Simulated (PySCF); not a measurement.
CCl₂ (singlet state).
Z-matrix (Å and degrees, GFN2-xTB geometry), rows numbered from 1:
```
Cl
C   1  1.6726
Cl  2  1.6721  1  112.90
```

Computed, not measured: PBE0/pcSseg-1 in PySCF (dipole) on a GFN2-xTB geometry, gas phase.

Masses are those of the commonest isotopes; rigid-rotor values at the optimised geometry. 

Question: What are A, B and C (MHz)?

Answer: Ia = 8.75, Ib = 135.85, Ic = 144.60 u·Å²; 505379 MHz·u·Å²/I gives A = 57752, B = 3720, C = 3495 MHz.

Question: Classify the top.

Answer: A near-prolate asymmetric top. Ray's parameter κ = (2B − A − C)/(A − C) = -0.992; −1 is the prolate and +1 the oblate limit.

Question: Give the coordinates in the principal-axis frame, origin at the centre of mass.

Answer: The sense of each axis is arbitrary; atoms in the order of the calculation.
```
atom  mass (u)   a (Å)   b (Å)  c (Å)
 Cl1    34.969  -1.394  -0.135  0.000
  C2    12.000   0.000   0.789  0.000
 Cl3    34.969   1.394  -0.135  0.000
```

Question: Where do the levels up to J = 4 lie, in cm⁻¹?

Answer: Above 0(0,0):
J = 1: 1(0,1) 0.2407, 1(1,1) 2.0430, 1(1,0) 2.0505
J = 2: 2(0,2) 0.7220, 2(1,2) 2.5168, 2(1,1) 2.5393, 2(2,1) 7.9463, 2(2,0) 7.9463
J = 3: 3(0,3) 1.4439, 3(1,3) 3.2275, 3(1,2) 3.2726, 3(2,2) 8.6683, 3(2,1) 8.6684, 3(3,1) 17.6986, 3(3,0) 17.6986
J = 4: 4(0,4) 2.4063, 4(1,4) 4.1751, 4(1,3) 4.2502, 4(2,3) 9.6309, 4(2,2) 9.6313, 4(3,2) 18.6614, 4(3,1) 18.6614, 4(4,1) 31.3038, 4(4,0) 31.3038
Those of J = 1 are B + C, A + C and A + B.

Question: Which types of transition are allowed, and where do some lines up to J = 4 fall?

Answer: The dipole components are |μa| = 0.00 D, |μb| = 1.44 D, |μc| = 0.00 D; the symmetry axis of this C2v structure is b, so μa and μc vanish by symmetry and there are no a-type or c-type lines. Some lines, for components of 0.1 D or more:

| type | branch | J(Ka,Kc) | MHz | lower level (cm⁻¹) |
| --- | --- | --- | --- | --- |
| b | Q | 1(1,0) ← 1(0,1) | 54257 | 0.241 |
| b | Q | 2(1,1) ← 2(0,2) | 54483 | 0.722 |
| b | Q | 3(1,2) ← 3(0,3) | 54823 | 1.444 |
| b | Q | 4(1,3) ← 4(0,4) | 55279 | 2.406 |
| b | R | 1(1,1) ← 0(0,0) | 61247 | 0.000 |
| b | R | 2(1,2) ← 1(0,1) | 68237 | 0.241 |
| b | R | 3(1,3) ← 2(0,2) | 75114 | 0.722 |
| b | R | 4(1,4) ← 3(0,3) | 81881 | 1.444 |
| b | Q | 4(2,2) ← 4(1,3) | 161320 | 4.250 |
| b | Q | 3(2,1) ← 3(1,2) | 161763 | 3.273 |
| b | Q | 2(2,0) ← 2(1,1) | 162097 | 2.539 |
| b | Q | 2(2,1) ← 2(1,2) | 162772 | 2.517 |
| b | Q | 3(2,2) ← 3(1,3) | 163110 | 3.228 |
| b | R | 2(2,1) ← 1(1,0) | 176751 | 2.050 |
| b | R | 2(2,0) ← 1(1,1) | 176977 | 2.043 |
| b | R | 4(2,3) ← 3(1,2) | 190618 | 3.273 |
| b | Q | 4(3,1) ← 4(2,2) | 270715 | 9.631 |
| b | Q | 3(3,1) ← 3(2,2) | 270724 | 8.668 |
| b | Q | 4(3,2) ← 4(2,3) | 270726 | 9.631 |
| b | R | 3(3,1) ← 2(2,0) | 292368 | 7.946 |
| b | R | 3(3,0) ← 2(2,1) | 292369 | 7.946 |
| b | R | 4(3,2) ← 3(2,1) | 299581 | 8.668 |
| b | Q | 4(4,0) ← 4(3,1) | 379011 | 18.661 |
| b | Q | 4(4,1) ← 4(3,2) | 379011 | 18.661 |
| b | R | 4(4,1) ← 3(3,0) | 407873 | 17.699 |
| b | R | 4(4,0) ← 3(3,1) | 407873 | 17.699 |

Question: Estimate the classical rotational partition function at 50 K, 298.15 K and 500 K.

Answer: Point group C2v, symmetry number σ = 2; q = (√π/σ)·√((kT/h)³/(ABC)), k/h = 20836.6 MHz/K: 1090 at 50 K, 15800 at 298.15 K, 34400 at 500 K.

GFN2-xTB frequencies: not computed here. These are rigid-rotor constants of the computed structure; measured ground-state constants (B0) also hold zero-point vibration. Quadrupole hyperfine structure (35Cl) is left out.

The run took 2.7 s wall on one thread, x86-64 server, on a shared host. This is the PBE0/pcSseg-1 job that gave the dipole, with the shieldings it also computed.
